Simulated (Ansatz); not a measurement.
**Si2H4S (SMILES [SiH2]1[SiH2]S1): one structure at several levels**

Aim: energy, forces and dipole at a structure displaced at random from a GFN2-xTB minimum, from CCSD(T) and from density functionals.

Program: Ansatz 0.2.0, Gaussian basis. Level of theory: single points in def2-TZVPP. These are calculated values, not measurements.

Cores are frozen in the correlated methods.

## 1. The starting structure

SMILES `[SiH2]1[SiH2]S1`, 7 atoms, charge 0, spin multiplicity 1.

Atoms are counted from 1 here; the program's logs count them from 0.

Bond lengths: Si1–Si2 2.283 Å, Si1–S3 2.190 Å, Si1–H4 1.457 Å, Si1–H5 1.454 Å, Si2–S3 2.183 Å, Si2–H6 1.463 Å, Si2–H7 1.453 Å. Angles: Si2–Si1–S3 58.4°, Si2–Si1–H4 122.5°, Si2–Si1–H5 122.3°, S3–Si1–H4 111.7°, S3–Si1–H5 112.9°, H4–Si1–H5 113.6°, Si1–Si2–S3 58.7°, Si1–Si2–H6 121.9°, Si1–Si2–H7 123.9°, S3–Si2–H6 111.5°, S3–Si2–H7 112.5°, H6–Si2–H7 112.8°, Si1–S3–Si2 62.9°.

Coordinates:

```mol
H4SSi2
  3D, bonds by distance, orders not assigned

  7  7  0  0  0  0  0  0  0  0999 V2000
   -0.9339   -0.1462   -0.6709 Si  0  0
    0.8217    0.4812    0.6463 Si  0  0
    0.5059   -1.6079    0.0960 S   0  0
   -2.2695   -0.3764   -0.1371 H   0  0
   -0.8997   -0.0250   -2.1199 H   0  0
    0.6718    0.6852    2.0875 H   0  0
    2.0741    1.0075    0.1310 H   0  0
  1  2  8  0
  1  3  8  0
  1  4  8  0
  1  5  8  0
  2  3  8  0
  2  6  8  0
  2  7  8  0
M  END
```

## 2. CCSD(T)/def2-TZVPP

Contents of run/in.yaml:

```yaml
crystal:
  periodic: [false, false, false]
  atoms:
    - {symbol: Si, position_ang: [-0.933900, -0.146200, -0.670900]}
    - {symbol: Si, position_ang: [0.821700, 0.481200, 0.646300]}
    - {symbol: S, position_ang: [0.505900, -1.607900, 0.096000]}
    - {symbol: H, position_ang: [-2.269500, -0.376400, -0.137100]}
    - {symbol: H, position_ang: [-0.899700, -0.025000, -2.119900]}
    - {symbol: H, position_ang: [0.671800, 0.685200, 2.087500]}
    - {symbol: H, position_ang: [2.074100, 1.007500, 0.131000]}
basis:
  gaussian: {orbitals: def2-TZVPP}
correlation: {method: ccsd_t}
output: {forces: true}
```

No record of the launch command was kept for these runs.

## 3. PBE0-D4/def2-TZVPP

Changes to run/in.yaml since step 2:

```diff
@@ -12,3 +12,3 @@
   gaussian: {orbitals: def2-TZVPP}
-correlation: {method: ccsd_t}
-output: {forces: true}
+hamiltonian: {xc: pbe0, dispersion: d4}
+output: {forces: true, orbitals: {seedname: orbitals}}
```

## 4. wB97M-V/def2-TZVPP

Changes to run/in.yaml since step 3:

```diff
@@ -12,3 +12,3 @@
   gaussian: {orbitals: def2-TZVPP}
-hamiltonian: {xc: pbe0, dispersion: d4}
-output: {forces: true, orbitals: {seedname: orbitals}}
+hamiltonian: {xc: {name: wB97M-V}}
+output: {forces: true}
```

## 5. r2SCAN-D4/def2-TZVPP

Changes to run/in.yaml since step 4:

```diff
@@ -12,3 +12,3 @@
   gaussian: {orbitals: def2-TZVPP}
-hamiltonian: {xc: {name: wB97M-V}}
+hamiltonian: {xc: r2scan, dispersion: d4}
 output: {forces: true}
```

## 6. PBE-D4/def2-TZVPP

Changes to run/in.yaml since step 5:

```diff
@@ -12,3 +12,3 @@
   gaussian: {orbitals: def2-TZVPP}
-hamiltonian: {xc: r2scan, dispersion: d4}
+hamiltonian: {xc: pbe, dispersion: d4}
 output: {forces: true}
```

## 7. CAM-B3LYP-D4/def2-TZVPP

Changes to run/in.yaml since step 6:

```diff
@@ -12,3 +12,3 @@
   gaussian: {orbitals: def2-TZVPP}
-hamiltonian: {xc: pbe, dispersion: d4}
+hamiltonian: {xc: {name: CAM-B3LYP}, dispersion: d4}
 output: {forces: true}
```

## 8. SPW92/def2-TZVPP

Changes to run/in.yaml since step 7:

```diff
@@ -12,3 +12,3 @@
   gaussian: {orbitals: def2-TZVPP}
-hamiltonian: {xc: {name: CAM-B3LYP}, dispersion: d4}
+hamiltonian: {xc: lda}
 output: {forces: true}
```

(Steps that only read results are left out.)

Before running it: what results should come out? Wanted: energy less free atoms, CCSD(T)/def2-TZVPP; RMS force component; RMS force error; HOMO and LUMO, PBE0-D4; T1 diagnostic.

As calculated:

| quantity | value |
| --- | --- |
| energy less free atoms, CCSD(T)/def2-TZVPP | -1990.2 kJ/mol |
| RMS force component | 0.385 to 0.580 eV/Å over the methods |
| RMS force error | PBE0-D4 0.121, wB97M-V 0.093, r2SCAN-D4 0.091, PBE-D4 0.135, CAM-B3LYP-D4 0.105, SPW92 0.212 eV/Å |
| HOMO and LUMO, PBE0-D4 | -7.28 and -0.74 eV |
| T1 diagnostic | 0.014 |

What this shows: Against CCSD(T) the functionals' energies less atoms differ by -307.1 to -46.6 kJ/mol, PBE-D4 by -61.7 kJ/mol. The reference is not at the basis limit: in triple zeta CCSD(T) underbinds, which counts against methods that bind more; the gaps are no ranking. For forces r2SCAN-D4 does best and SPW92 worst. Frozen-core CCSD(T) forces in triple zeta carry basis errors of their own, and this is one geometry, so small gaps rank nothing.
